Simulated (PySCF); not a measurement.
Gas-phase reaction: 3 (CH3)2S = 2 CH3SH + C4H10 (n-butane) + S

Computed with PySCF (xtb for GFN2) and rigid-rotor harmonic-oscillator thermochemistry at 1 bar. † marks an energy on the PBE0/def2-TZVP geometry and frequencies; other levels use their own. 6-31G* has spherical d functions here. Open shells (unrestricted): S (multiplicity 3); the rest are closed-shell singlets. GFN2 has no spin-polarisation term. Spin-orbit splitting is ignored; it lowers the true energy and changes the entropy of S. B3LYP is the form with VWN-RPA correlation.

```
level             ΔH°(298 K), kJ
----------------  --------------
B3LYP/def2-TZVP†             ___
BLYP/def2-TZVP†              214
GFN2-xTB                     ___
HF/6-31G*                     71
PBE/def2-TZVP†               247
PBE0/def2-SVP†               ___
```

Task: Some entries are withheld; supply them.

Result: 
- B3LYP/def2-TZVP†, ΔH°(298 K), kJ: 209
- GFN2-xTB, ΔH°(298 K), kJ: 204
- PBE0/def2-SVP†, ΔH°(298 K), kJ: 197
